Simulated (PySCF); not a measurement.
**Partners of methylamine**

Gas-phase complexes of methylamine, each in one structure from a short search with a few starts, optimised by PBE0-D3(BJ)/def2-SVPD or PBE0-D3(BJ)/def2-TZVPD; other ways of binding may lie lower. Energies in kcal/mol, wB97M-D3(BJ)/def2-TZVPD, counterpoise-corrected (PySCF): interaction is complex less parts frozen as they stand in it, binding adds what it costs to deform them. Contacts are written partner···methylamine; electrostatic, Pauli and orbital are terms of the uncorrected same energy, whose rest is dispersion or correlation.

2 other partners are left out, for which the search missed the form known or expected to bind best.

Frequency runs check only 1 of the 8 structures; these show no clear imaginary mode. 1 further partner within 0.25 kcal/mol of a listed one is not ranked.

Problem. Order these partners of methylamine by binding energy, strongest first: bromine, fluorosilane, hydrogen bromide, GeH3F, beryllium hydride, formaldehyde, chlorine monofluoride, ammonia.

Solution. beryllium hydride (-26.9), chlorine monofluoride (-13.4), hydrogen bromide (-11.6), fluorosilane (-10.1), GeH3F (-8.2), bromine (-7.3), formaldehyde (-3.9), ammonia (-3.1).
```json
{"partner": "beryllium hydride", "contact": "Be···N", "distance (Å)": "1.75", "binding": "-26.9", "interaction": "-36.2", "electrostatic": "-63.8", "Pauli": "65.2", "orbital": "-35.7"}
{"partner": "chlorine monofluoride", "contact": "Cl···N", "distance (Å)": "2.14", "binding": "-13.4", "interaction": "-16.5", "electrostatic": "-53.2", "Pauli": "83.2", "orbital": "-45.1"}
{"partner": "hydrogen bromide", "contact": "H···N", "distance (Å)": "1.19", "binding": "-11.6", "interaction": "-35.2", "electrostatic": "-65.6", "Pauli": "134.2", "orbital": "-102.2"}
{"partner": "fluorosilane", "contact": "Si···N", "distance (Å)": "2.27", "binding": "-10.1", "interaction": "-16.4", "electrostatic": "-47.0", "Pauli": "60.9", "orbital": "-27.8"}
{"partner": "GeH3F", "contact": "Ge···N", "distance (Å)": "2.54", "binding": "-8.2", "interaction": "-10.7", "electrostatic": "-28.9", "Pauli": "33.4", "orbital": "-13.3"}
{"partner": "bromine", "contact": "Br···N", "distance (Å)": "2.41", "binding": "-7.3", "interaction": "-10.0", "electrostatic": "-37.7", "Pauli": "54.7", "orbital": "-25.6"}
{"partner": "formaldehyde", "contact": "O···H", "distance (Å)": "2.29", "binding": "-3.9", "interaction": "-3.9", "electrostatic": "-6.2", "Pauli": "5.2", "orbital": "-1.8"}
{"partner": "ammonia", "contact": "N···H", "distance (Å)": "2.24", "binding": "-3.1", "interaction": "-3.2", "electrostatic": "-5.6", "Pauli": "5.1", "orbital": "-2.0"}
```
